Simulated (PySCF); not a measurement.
## Level sweep

Species: CF₄.
Structure used (PBE0-D3(BJ)/def2-SVP), in Å, numbered top down from 1:
```xyz
5
CF4 angstrom
F     -0.2270    0.1570   -1.2865
C     -0.0003    0.0001    0.0000
F     -0.7720   -0.9574    0.4682
F      1.2617   -0.3230    0.1853
F     -0.2624    1.1232    0.6330
```

PySCF, dipoles from the SCF density, polarisabilities from static response with core orbitals frozen. Geometry: PBE0-D3(BJ)/def2-SVP; no solvent, vibrations or thermal averaging.

Reference polarisability: 2.824 Å³ (measured, gas; NIST CCCBDB Release 22 (SRD 101), experimental polarizabilities). The anisotropy is √(½[(α1 − α2)² + (α2 − α3)² + (α3 − α1)²]).

| level | α (Å³) | error (%) | anisotropy (Å³) |
| --- | --- | --- | --- |
| BHandHLYP/def2-SVPD | 2.64 | -6.7 | 0.00 |
| CAM-B3LYP/def2-SVPD | 2.79 | -1.2 | 0.00 |
| wB97X-D/def2-SVPD | 2.78 | -1.7 | 0.00 |
| LC-wPBE/def2-SVPD | 2.79 | -1.1 | 0.00 |
| PBE0/6-31G* | 1.96 | -30.7 | 0.00 |
| PBE0/def2-SVP | 1.79 | -36.6 | 0.00 |
| PBE0/6-31+G* | 2.52 | -10.8 | 0.00 |
| PBE0/aug-cc-pVDZ | 2.73 | -3.3 | 0.00 |
| PBE0/def2-TZVP | 2.41 | -14.8 | 0.00 |
| PBE0/def2-TZVPD | 2.83 | +0.2 | 0.00 |
| PBE0/aug-cc-pVTZ | 2.81 | -0.4 | 0.00 |

For the polarisability, the smallest error is 0.2% (PBE0/def2-TZVPD) and the largest 36.6% (PBE0/def2-SVP). The dipole stays under 0.05 D at every level. In one basis (def2-SVPD) the functionals order the polarisability from BHandHLYP (lowest) to LC-wPBE (highest), a spread of 6%. With PBE0 the polarisability is 2.05 Å³ without diffuse functions (mean of 6-31G*, def2-SVP and def2-TZVP) and 2.72 Å³ with them (mean of 6-31+G*, aug-cc-pVDZ, def2-TZVPD and aug-cc-pVTZ). Measured values can belong to vibrating molecules; the computed ones are for one fixed geometry.
